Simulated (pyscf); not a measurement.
This saddle point was located with ωB97X-D3(BJ)/def2-SVP in PySCF.

```
B
O 1 1.3975
H 2 0.9630 1 111.23
H 1 1.2235 2 113.41 3 -171.25
O 1 1.5425 4 112.13 2 -131.15
H 5 0.9667 1 111.19 4 29.08
C 1 1.8161 4 105.88 2 126.85
H 7 1.0931 1 103.22 4 -23.91
H 7 1.0954 8 115.09 1 121.87
C 7 1.4058 8 118.41 9 145.61
H 10 1.0927 7 122.30 8 -146.07
H 10 1.0948 11 115.01 7 -162.34
```
Charge 0, spin multiplicity 1.

Surface: singlet, charge 0. Lowest wavenumbers (cm⁻¹): 595i, 136, 288, 393, 442.

Q: Name the species on either side of this saddle.

A: HO–BH–OH (SMILES OBO) + H₂C=CH₂ (SMILES C=C) ⇌ HO–BH–CH₂–CH₂–OH (SMILES OBCCO), an addition across a multiple bond or ene-type step read from left to right: B–O broken and C–O, B–C formed. At ωB97M-D3(BJ)/def2-TZVP it lies +44.0 kcal/mol from the left side and +26.5 kcal/mol from the right (each side as separated species at their lowest minima found). The same reactants have a lower exit, to H₃C–CH₂–B(OH)–OH (barrier +36.1 kcal/mol at ωB97M-D3(BJ)/def2-TZVP, against +44.0 kcal/mol here). HO–BH–CH₂–CH₂–OH lies 52.9 kcal/mol over its isomer H₃C–CH₂–B(OH)–OH (electronic energy, ωB97M-D3(BJ)/def2-TZVP). One saddle was located; it need not be the lowest between these sides.
